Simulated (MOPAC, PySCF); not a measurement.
Members of the series CXY, Y = H; each row names its spin state. All species are isolated molecules in the gas phase. One relaxed conformer stands for each flexible species; it need not be the lowest. Strings in code marks are SMILES.

Quantity: adiabatic spin-state energy, in kcal/mol. Semi-empirical values (MOPAC) are differences of heats of formation.

Level 1: B3LYP/6-31G* // PBE0-D3(BJ)/def2-TZVP (PySCF)
Level 2: BP86/6-31G* // PBE0-D3(BJ)/def2-TZVP (PySCF)
Level 3: PBE/6-31G* // PBE0-D3(BJ)/def2-TZVP (PySCF)
Level 4: PM3 // PBE0-D3(BJ)/def2-TZVP (MOPAC)

```csv
species,level 2,level 3,level 4
`[CH]N`: multiplicity 3 minus multiplicity 1,30.9,30.1,0.84
`[CH]C=O`: multiplicity 3 minus multiplicity 1,-3.02,-3.41,-44.3
`[CH]O`: multiplicity 3 minus multiplicity 1,18.1,16.9,-4.06
```

Problem. What does level 1 give for each?

Solution. 
- `[CH]N`: multiplicity 3 minus multiplicity 1: 31.3
- `[CH]C=O`: multiplicity 3 minus multiplicity 1: -8.45
- `[CH]O`: multiplicity 3 minus multiplicity 1: 18.2
